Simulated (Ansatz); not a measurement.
Tl2Mo3SeO12 (P31c, No. 159; cell taken from a computed entry)

All values below come from r²SCAN (plane waves, PAW; Ansatz, a program for electronic structure).

Numerical settings: plane-wave cutoff 560 eV, 6×6×4 k mesh (along the axes of the cell as run), Fermi–Dirac smearing 0.01 eV, no spin polarisation, scalar-relativistic PAW data made under PBE.

Cell: relaxed with PBEsol: a = b = 7.270 Å, c = 11.915 Å, α = β = 90.00°, γ = 120.00°.

```
Quantity                                      Result
-------------------------------------------  -------
band gap                                     2.72 eV
smallest direct gap on the k points sampled  2.77 eV
```

Note: cell and atoms aren't relaxed at this level (largest force component 0.40 eV/Å).

Spin–orbit coupling is not included; with these elements it can move the gap by several tenths of an eV or more.

Static lattice: no zero-point or thermal effects.

Computing time: around 9 core-minutes (rough).
